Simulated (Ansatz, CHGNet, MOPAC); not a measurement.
**Lattice constant a of litharge SnO: levels of theory against measurement**

Reference value: 3.801 Å (measured, temperature not stated, not corrected to a static lattice; as tabulated in Electronic properties of the Sn1−xPbxO alloy and band alignment of the SnO/PbO …).

```csv
level (code),value (Å)
PM7 semi-empirical Hartree-Fock (MOPAC) (MOPAC),3.415
CHGNet 0.3.0 (CHGNet),…
LDA (Ansatz),3.768
PBE (Ansatz),3.867
PBE-D3(BJ) (Ansatz),…
r²SCAN (Ansatz),3.808
r²SCAN-D4 (Ansatz),3.798
r²SCAN+rVV10 (Ansatz),…
HSE06 (Ansatz),3.799
```

Some entries are withheld; supply them.


- CHGNet 0.3.0 (CHGNet), value (Å): 3.842
- PBE-D3(BJ) (Ansatz, a first-principles code), value (Å): 3.836
- r²SCAN+rVV10 (Ansatz), value (Å): 3.793

Differences against the reference: PM7 semi-empirical Hartree-Fock (MOPAC) -10.2 %, CHGNet 0.3.0 +1.08 %, LDA -0.87 %, PBE +1.74 %, PBE-D3(BJ) +0.92 %, r²SCAN +0.18 %, r²SCAN-D4 -0.08 %, r²SCAN+rVV10 -0.21 %, HSE06 -0.05 %.

The reference's temperature isn't stated, so close values are not ranked against it. Off by more than 1.25 % (a bound picked here): PM7 semi-empirical Hartree-Fock (MOPAC) (-10.2 %), PBE (+1.74 %).

The reference has no zero-point or thermal correction, while the calculations are for a static lattice, so the differences are not the levels' errors alone. A static lattice is as a rule a little smaller than the measured one.  PM7 semi-empirical Hartree-Fock (MOPAC): the method was fitted mainly to molecules. PM7 semi-empirical Hartree-Fock (MOPAC): the run uses a supercell at the zone centre in place of a k mesh. LDA, PBE, r²SCAN, HSE06: the cell comes from a level without a dispersion term, which matters for the spacing of layers, chains or molecules. Cutoffs and k meshes differ between the levels. Ansatz's density-functional and Hartree–Fock values are scalar-relativistic unless marked +SOC, with PAW data made under PBE.

Machine-learned potentials (CHGNet 0.3.0) are trained on DFT data, which may include these solids.

Differences are worked out from the printed values.
